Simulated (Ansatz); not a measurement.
Molecule: O$_{2}$, net charge 0, triplet state. 
Coordinates optimised at B3LYP-D3(BJ)/def2-TZVP (Ansatz, a program for electronic structure):
```
O
O 1 1.2043
```
Charge 0, spin multiplicity 3.

Wanted: vertical electron affinity (to the doublet state of charge -1; a negative value means that the extra electron is unbound and the number depends on the basis; each state is the SCF solution reached for its spin), in eV. Valence correlation only, unless marked. UHF or UKS for open shells. Spin-orbit coupling is left out. No relativistic terms. Anions need diffuse functions: aug- sets have them; def2-D sets add few. CBS(X,Y): correlation extrapolated as X^-3; Hartree-Fock from the larger set.

| level | program | vertical electron affinity (eV) |
|---|---|---|
| r2SCAN/def2-TZVPD | Ansatz | -0.31 |
| B3LYP/def2-TZVPD | Ansatz | 0.03 |

Question: What does CCSD(T)/CBS(aug-cc-pVTZ,aug-cc-pVQZ) (Ansatz) give?

Answer: -0.10 eV, so B3LYP/def2-TZVPD differs from it by 0.13 eV.
